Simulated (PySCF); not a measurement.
Identify the unknown among the candidates.

All candidates are C5H11S (charge -1).

* 1H NMR: chemical shifts (computed TMS as zero) by class: 3.02 (2 H), 1.49 (2 H), 1.24 (2 H), 1.18 (2 H), 0.73 (3 H) ppm [GIAO PBE/pcSseg-1]
* Rotational structure: rotational constants A, B, C: 15.095, 0.801, 0.779 GHz [PBE0-D3(BJ)/def2-SVP]
* NMR, other nuclei: isotropic shieldings of nuclei other than C and H, by class: 586 (1 S) ppm [GIAO PBE/pcSseg-1]
* 13C NMR: chemical shifts (computed TMS as zero) by class: 54.0 (1 C), 46.8 (1 C), 39.3 (1 C), 30.4 (1 C), 18.2 (1 C) ppm [GIAO PBE/pcSseg-1]

Gas-phase values; electronic properties from PySCF, density fitting. Levels stand in brackets. Geometry: PBE0-D3(BJ)/def2-SVP, one conformer, isolated ion. The HOMO energy is positive, so at this level the finite basis confines the outermost electrons. No diffuse functions stand in pcSseg-1, which bears on an anion's orbital energies. NMR values are class means; diastereotopic atoms form classes of their own.

Question: Which candidate is it?
A. `CCC(C)(C)[S-]`
B. `CCC[C@@H](C)[S-]`
C. `CCCCC[S-]`

Answer: C. It is `CCCCC[S-]`. Numbering: `[CH3:1][CH2:2][CH2:3][CH2:4][CH2:5][S-:6]`. 5 carbons fall into 5 classes; from least to most shielded: chain CH2 carbon [C4] (54.0 ppm), sp3 carbon bound to sulfur [C5] (46.8 ppm), chain CH2 carbon [C3] (39.3 ppm), chain CH2 carbon [C2] (30.4 ppm), methyl carbon [C1] (18.2 ppm). Hydrogen classes from least to most shielded: 2 H on an sp3 carbon bound to sulfur, C5 (3.02 ppm), 2 H on a chain CH2 carbon, C4 (1.49 ppm), 2 H on a chain CH2 carbon, C3 (1.24 ppm), 2 H on a chain CH2 carbon, C2 (1.18 ppm), 3 H on a methyl carbon, C1 (0.73 ppm). The other shieldings belong to: 586 ppm, thiolate sulfur [S6]. The optimised geometry has point group Cs and is an asymmetric top.

The others, at the same levels:
- `CCC[C@@H](C)[S-]` fails: its computed 13C shifts are 59.9 (1 C), 48.2 (1 C), 31.0 (1 C), 28.6 (1 C), 18.9 (1 C) ppm, 1H shifts are 3.02 (1 H), 2.13 (1 H), 1.16 (3 H), 0.96 (1 H), 0.87 (1 H), 0.82 (1 H), 0.77 (3 H) ppm and rotational constant A is 5.576 GHz (against 15.095 GHz).
- `CCC(C)(C)[S-]` fails: it has 4 carbon classes against 5; its computed 13C shifts are 48.5 (1 C), 47.7 (1 C), 42.4 (2 C), 14.5 (1 C) ppm, 1H shifts are 1.50 (3 H), 1.40 (6 H), 1.32 (2 H) ppm and rotational constant A is 3.037 GHz (against 15.095 GHz).

Each candidate is one conformer, not necessarily the lowest. Dipoles, sizes and rotational constants follow the conformer. The torsions of the flexible species, by atom-mapped SMILES:
- `[CH3:1][CH2:2][CH2:3][CH2:4][CH2:5][S-:6]`: C1–C2–C3–C4 180°, C2–C3–C4–C5 180°, C3–C4–C5–S6 180°
- `[CH3:1][CH2:2][CH2:3][C@@H:4]([CH3:5])[S-:6]`: C1–C2–C3–C4 176°, C2–C3–C4–C5 61°
- `[CH3:1][CH2:2][C:3]([CH3:4])([CH3:5])[S-:6]`: C1–C2–C3–C4 63°
